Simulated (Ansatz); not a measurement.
# AlHS+ (doublet): wave-function methods side by side, def2-TZVPP

The task here is to estimate one member of a computed series from the others.

The runs use Ansatz 0.2.0, Gaussian basis; def2-TZVPP, core rule «outside noble gas», up to 10 orbitals frozen.

To be run: UHF; ROHF; CCSD(T) on UHF.

2 further runs of the same task are left out: 2 set aside as unsound or not needed.

## What is computed

The geometry is a PBE0/def2-TZVP stationary point (not a proven minimum) of the parent state, kept for this charge and spin.

3 atoms, charge 1, spin multiplicity 2.

Atoms are counted from 1 here; the program's logs count them from 0.

Bond lengths: Al1–S2 2.185 Å, S2–H3 1.348 Å. Angles: Al1–S2–H3 99.2°.

As a file:

```xyz
3
AlHS
Al    0.00000    0.03222    1.20647
S     0.00000   -0.06650   -0.97588
H     0.00000    1.25299   -1.25116
```

Set-up of the first run:

The input, in.yaml:

```yaml
crystal:
  periodic: [false, false, false]
  atoms:
    - {symbol: Al, position_ang: [0.000000, 0.032224, 1.206475]}
    - {symbol: S, position_ang: [0.000000, -0.066502, -0.975876]}
    - {symbol: H, position_ang: [0.000000, 1.252993, -1.251158]}
basis:
  gaussian: {orbitals: def2-TZVPP}
total_charge: 1
magnetization: {spin_polarized: true, initial_magnetization: 1}
hamiltonian: {xc: hf}
output: {orbitals: {seedname: orbitals}}
```

On the command line:

```bash
> ansatz run in.yaml --threads 1 --pin off --events-out ev --progress --plain --max-ram 4096MiB --backend cpu
```

Steps of the session up to this table: UHF; ROHF; CCSD(T) on UHF.

One of the session's tables, all rows but one given; the rest of the session is left out.

| method | from UCCSD(T) (kcal/mol) |
| --- | --- |
| ROHF | +152.31 |
| UHF | +150.43 |
| UMP2 | ? |
| UCCSD | +7.13 |
| UCCSD(T) | 0 |

**Question.** Estimate the row for UMP2.

**Answer.** from UCCSD(T) (kcal/mol): +22.40. In the column «from UCCSD(T) (kcal/mol)» it lies between UCCSD (+7.13) and UHF (+150.43).
